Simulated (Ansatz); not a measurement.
CH₆SSi (`CS[SiH3]`), relaxed with RKS PBE0-D4/def2-TZVP in Ansatz 0.2.0 from a PBE-D4/def2-SVP geometry. The force threshold is 0.005 eV/Å; the program also tests the step.

Charge 0, multiplicity 1.

Start:

```xyz
9

C     0.478    1.468    0.083
S    -0.914    0.521    0.820
Si   -0.516   -1.412   -0.040
H     1.459    1.063    0.402
H     0.385    2.506    0.456
H     0.421    1.481   -1.023
H    -1.591   -2.322    0.481
H     0.840   -1.932    0.366
H    -0.562   -1.372   -1.546
```

Problem. By how much does the energy fall, and how many steps does the optimiser take? (Best estimate.)

Solution. Computed: 3.67 kJ/mol, in 4 steps.

Problem. Which bonds change most? (Estimate.)

Solution. The calculation gave: S2–Si3 from 2.152 to 2.124 Å; C1–S2 from 1.838 to 1.816 Å; Si3–H8 from 1.508 to 1.488 Å; Si3–H9 from 1.508 to 1.488 Å.

Problem. Give the relaxed structure. (Best estimate.)

Solution. Ansatz gave: 
```xyz
9

C     0.473    1.446    0.080
S    -0.904    0.515    0.812
Si   -0.511   -1.392   -0.037
H     1.433    1.038    0.395
H     0.389    2.470    0.444
H     0.409    1.452   -1.008
H    -1.568   -2.301    0.470
H     0.831   -1.892    0.367
H    -0.552   -1.336   -1.523
```
